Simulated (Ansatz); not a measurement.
# BF2 (SMILES F[B]F): levels of theory compared

We compute a comparison of 6 runs (UHF/STO-3G, UB3LYP/6-31G*, UB2PLYP/cc-pVTZ, UBLYP/cc-pVTZ, UCAM-B3LYP/cc-pVTZ, UPBE/cc-pVTZ) of BF2. 

The results are computed with Ansatz 0.2.0.

39 further runs of the same task are left out: 39 set aside as unsound or not needed.

### Step 1. The system as given

BF2: 3 atoms, total charge 0, spin state doublet. As SMILES, `F[B]F`. The F1–B2 distance was set to 1.698 Å, away from the relaxed value.

Bond lengths: B2–F3 1.306 Å. A long bond or contact: F1–B2 1.698 Å.

### Step 2. The energy at UHF/STO-3G (run 1)

in.yaml reads:

```yaml
crystal:
  periodic: [false, false, false]
  atoms:
    - {symbol: F, position_ang: [0.583336, -1.429774, 0.153609]}
    - {symbol: B, position_ang: [0.279000, 0.240500, 0.181300]}
    - {symbol: F, position_ang: [-0.802900, 0.738900, -0.354600]}
basis:
  gaussian:
    orbitals: STO-3G
magnetization:
  spin_polarized: true
  initial_magnetization: 1
hamiltonian:
  xc: hf
accuracy: high
output:
  orbitals: {seedname: orbitals}
```

On the command line:

```bash
$ ansatz run in.yaml --threads 1 --pin off --max-ram 3480MiB --events-out events.jsonl --progress --plain --runs-dir runs
```

The program printed:

```text
Warning: RAYON_NUM_THREADS=1 ignored (pool sized by the plan → 1); use --threads N
Functional definition: HF
  name "HF"
  exchange = exact_x
  correlation = 0
249 factors; integrals over basis functions are off by at most 4.6e-8 eV
mean field evaluation 1: about -5992.9959 eV, gradient 1.9e1 eV
mean field evaluation 2: about -5993.0700 eV, gradient 1.9e1 eV
mean field evaluation 4: about -5997.0624 eV, gradient 2.7e0 eV
mean field evaluation 8: about -5997.2490 eV, gradient 1.5e-1 eV
mean field evaluation 16: about -5997.2446 eV, gradient 2.6e-8 eV
mean field -5997.24458921 eV, -220.3946735751 hartree, gradient 2.8e-8 eV, S^2 0.803608; 0 other end points of the search recorded, 0 dependent functions left out
reference -5997.24458921 eV, -220.3946735751 hartree; 12, 11 occupied and 3, 4 virtual orbitals, 249 factors
Total energy: -5997.24458921 eV, -220.3946735751 hartree
```

Run time: 0.08 s. Hardware: 1 thread of Arm Neoverse V2, shared host.

### Step 3. A single-point energy at UB3LYP/6-31G(d) (Cartesian functions) (run 2)

Changes to in.yaml since step 2:

```diff
@@ -8,3 +8,6 @@
   gaussian:
-    orbitals: STO-3G
+    orbitals: "6-31G*"
+accuracy: high
+output:
+  orbitals: {seedname: orbitals}
 magnetization:
@@ -13,5 +16,2 @@
 hamiltonian:
-  xc: hf
-accuracy: high
-output:
-  orbitals: {seedname: orbitals}
+  xc: {name: B3LYP}
```

On the command line:

```bash
$ ansatz run in.yaml --threads 1 --pin off --max-ram 3480MiB --events-out events.jsonl --progress --plain --runs-dir runs
```

The program printed:

```text
Warning: RAYON_NUM_THREADS=1 ignored (pool sized by the plan → 1); use --threads N
Functional definition: B3LYP
  name "B3LYP"
  parameter a0 = 0.2
  parameter ax = 0.72
  parameter ac = 0.81
  exchange = (1 - a0 - ax)*slater_x + ax*b88_x + a0*exact_x
  correlation = (1 - ac)*vwn_rpa_c + ac*lyp_c
825 factors; integrals over basis functions are off by at most 3.6e-9 eV
mean field evaluation 1: about -6106.3063 eV, gradient 2.8e1 eV
mean field evaluation 2: about -6087.8674 eV, gradient 7.9e1 eV
mean field evaluation 4: about -6108.9639 eV, gradient 4.6e0 eV
mean field evaluation 8: about -6109.0519 eV, gradient 1.4e-1 eV
mean field evaluation 16: about -6109.0520 eV, gradient 3.2e-5 eV
mean field -6109.05203243 eV, -224.5035213278 hartree, gradient 1.6e-8 eV, S^2 0.753018; 0 other end points of the search recorded, 0 dependent functions left out
reference -6109.05205501 eV, -224.5035221575 hartree; 12, 11 occupied and 33, 34 virtual orbitals, 825 factors
Total energy: -6109.05205501 eV, -224.5035221575 hartree
```

Wall time 2.3 s (1 thread of Arm Neoverse V2, shared host); peak memory 0.14 GiB.

### Step 4. A single-point energy at UB2PLYP/cc-pVTZ (run 3)

job.yaml reads:

```yaml
basis:
  gaussian: {orbitals: cc-pVTZ}
crystal:
  periodic: [false, false, false]
  atoms:
    - symbol: F
      position_ang: [0.583336, -1.429774, 0.153609]
    - symbol: B
      position_ang: [0.279000, 0.240500, 0.181300]
    - symbol: F
      position_ang: [-0.802900, 0.738900, -0.354600]
magnetization: {spin_polarized: true, initial_magnetization: 1}
hamiltonian: {xc: {name: B2PLYP}}
correlation: {frozen_orbitals: {B: 1, F: 1}}
accuracy: high
output: {orbitals: {seedname: orbitals}}
```

On the command line:

```bash
$ ansatz run job.yaml --threads 1 --pin off --max-ram 3480MiB --events-out events.jsonl --progress --plain --runs-dir runs
```

The program printed, cut to the lines that bear on the results:

```text
Warning: RAYON_NUM_THREADS=1 ignored (pool sized by the plan → 1); use --threads N
Functional definition: B2PLYP
  name "B2PLYP"
[...]
1395 factors; integrals over basis functions are off by at most 3.5e-9 eV
[...]
mean field -6103.13409244 eV, -224.2860410445 hartree, gradient 3.9e-8 eV, S^2 0.755428; 0 other end points of the search recorded, 0 dependent functions left out
3 core orbitals not correlated: weight in the atoms' cores, before any rotation towards them, 1.000 or more for the frozen orbitals, at most 0.000 for the correlated occupied ones
reference -6103.13411044 eV, -224.2860417057 hartree; 9, 8 occupied and 78, 79 virtual orbitals, 1395 factors
second order -19.04559207 eV of doubles, -0.00000000 eV of singles
Total energy: -6108.27642030 eV, -224.4750181074 hartree
```

Wall time 5.7 s (1 thread of Arm Neoverse V2, shared host); peak memory 0.23 GiB.

Runs 4 to 5 aren't shown in full; the table further down has their settings and results.

### Step 5. The energy at UPBE/cc-pVTZ (run 6)

run.yaml reads:

```yaml
crystal:
  periodic: [false, false, false]
  atoms:
    - {symbol: F, position_ang: [0.583336, -1.429774, 0.153609]}
    - {symbol: B, position_ang: [0.279000, 0.240500, 0.181300]}
    - {symbol: F, position_ang: [-0.802900, 0.738900, -0.354600]}
basis:
  gaussian: {orbitals: cc-pVTZ}
magnetization: {spin_polarized: true, initial_magnetization: 1}
hamiltonian: {xc: pbe}
accuracy: high
output: {orbitals: {seedname: orbitals}}
```

On the command line:

```bash
$ ansatz run run.yaml --threads 1 --pin off --max-ram 3480MiB --events-out events.jsonl --progress --plain --runs-dir runs
```

The program printed:

```text
Warning: RAYON_NUM_THREADS=1 ignored (pool sized by the plan → 1); use --threads N
Functional definition: PBE
  name "PBE"
  parameter kappa = 0.804
  parameter beta = 0.06672455060314922
  exchange = pbe_x(kappa = kappa, mu = beta*pi^2/3)
  correlation = pbe_c(beta = beta)
1395 factors; integrals over basis functions are off by at most 3.5e-9 eV
mean field evaluation 1: about -6103.1507 eV, gradient 2.9e1 eV
mean field evaluation 2: about -6061.0008 eV, gradient 1.1e2 eV
mean field evaluation 4: about -6105.4117 eV, gradient 8.8e0 eV
mean field evaluation 8: about -6105.6148 eV, gradient 5.2e-1 eV
mean field evaluation 16: about -6105.6158 eV, gradient 2.7e-5 eV
mean field -6105.61579523 eV, -224.3772419399 hartree, gradient 5.6e-8 eV, S^2 0.752938; 0 other end points of the search recorded, 0 dependent functions left out
reference -6105.61579799 eV, -224.3772420413 hartree; 12, 11 occupied and 78, 79 virtual orbitals, 1395 factors
Total energy: -6105.61579799 eV, -224.3772420413 hartree
```

Wall time 3.6 s (1 thread of Arm Neoverse V2, shared host); peak memory 0.18 GiB.

### Step 6. All runs side by side

| run | level | Cartesian functions | frozen core orbitals | energy (Eh) | HOMO energy (eV) | LUMO energy (eV) | ⟨S²⟩ | wall time |
| --- | --- | --- | --- | --- | --- | --- | --- | --- |
| 1 | UHF/STO-3G | no | – | -220.394674 | -8.35 | 6.87 | 0.804 | 0.08 s |
| 2 | UB3LYP/6-31G* (Cartesian functions) | yes | – | -224.503522 | -7.58 | -3.35 | 0.753 | 2.3 s |
| 3 | UB2PLYP/cc-pVTZ | no | 3 | -224.475018 | -9.91 | -2.08 | 0.755 | 5.7 s |
| 4 | UBLYP/cc-pVTZ | no | – | -224.589142 | -6.65 | -4.54 | 0.752 | 3.6 s |
| 5 | UCAM-B3LYP/cc-pVTZ | no | – | -224.539204 | -9.79 | -2.56 | 0.753 | 5.4 s |
| 6 | UPBE/cc-pVTZ | no | – | -224.377242 | -6.81 | -4.39 | 0.753 | 3.6 s |

### Step 7. What came out

```
                                 quantity          value
                      run 6: total energy  -224.37724 Eh
run 6: HOMO energy (highest over α and β)       -6.81 eV
 run 6: LUMO energy (lowest over α and β)       -4.39 eV
                              run 6: ⟨S²⟩          0.753
```

**Reading.** Totals of different functionals can't be ranked against each other. In run 1 the basis is minimal, so the values are rough. All runs together took 21 s, the longest 5.7 s.
